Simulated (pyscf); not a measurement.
Single points on ωB97X-D3(BJ)/def2-SVP structures (PySCF, gas phase).

For the elementary gas-phase step H₂O + H₂N–Al(Cl)–Cl -> HO–Al(Cl)–Cl + NH₃ (singlet surface; H–O, Al–N broken, Al–O, H–N formed), what barrier and reaction energy does ωB97M-D3(BJ)/def2-TZVP give, measured from the separated reactants?

ΔE‡ = -0.85 eV, ΔE = -0.42 eV. Zero-point energy shifts the barrier by +0.03 eV. It is a four-centre exchange, with an imaginary mode of 873i cm⁻¹. On the reactant side the descent ends in an adduct with a Al–O contact, 1.10 eV under the separated species and 0.20 eV under the saddle at ωB97X-D3(BJ)/def2-TZVP. On the product side the descent ends in an adduct with a Al–N contact, 1.71 eV under the separated species and 1.21 eV under the saddle at ωB97X-D3(BJ)/def2-TZVP. At ωB97M-D3(BJ) the saddle lies under the separated reactants, which points to a path from their complex (located at ωB97X-D3(BJ) alone). At ωB97M-D3(BJ) the saddle lies under the separated products, which points to a path from their complex (located at ωB97X-D3(BJ) alone). What is counted as formed (Al–O) is already present as a longer contact in the reactant adduct; forming that adduct is a step of its own. What is counted as broken (Al–N) persists as a longer contact in the product adduct; parting that adduct is a step of its own. This is the saddle that the search found; another between the same sides may lie lower.
